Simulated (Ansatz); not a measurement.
System: rock-salt HfC. Method: PBE (plane waves, PAW; Ansatz, a first-principles code).

Settings: plane-wave cutoff 520 eV, 16×16×16 k mesh, Fermi–Dirac smearing 0.1 eV, perturbation theory, scalar-relativistic PAW data made under PBE.

The cell has the measured lattice parameters. Conventional cell: a = 4.6400 Å, b = 4.6400 Å, c = 4.6400 Å, α = 90.00°, β = 90.00°, γ = 90.00°.

HfC has the cubic space group Fm-3m (No. 225), the rock salt structure, Pearson symbol cF8. Conventional cell: a = b = c = 4.6400 Å, α = β = γ = 90.00°. Hf on 4a sees 6 C at 2.320 Å (octahedral). C on 4b has 6 Hf at 2.320 Å (octahedral). (Neighbours: up to the widest gap in distance over summed covalent radii, below 1.35, at either atom; cation-cation and far metal-metal contacts left out.)
(The calculation used a cell of 2 atoms; values per cell refer to that cell.)

Harmonic phonon frequencies (cm⁻¹; i marks an imaginary mode):

```tsv
q point	frequencies
Γ	0 0 0 436 436 436
X	151 151 193 492 492 576
U	148 184 189 525 573 604
L	132 132 239 547 547 687
```

No imaginary mode appears at these points.

Note: the cell isn't this level's own, so it is under some stress, which shifts stiffness and frequencies.
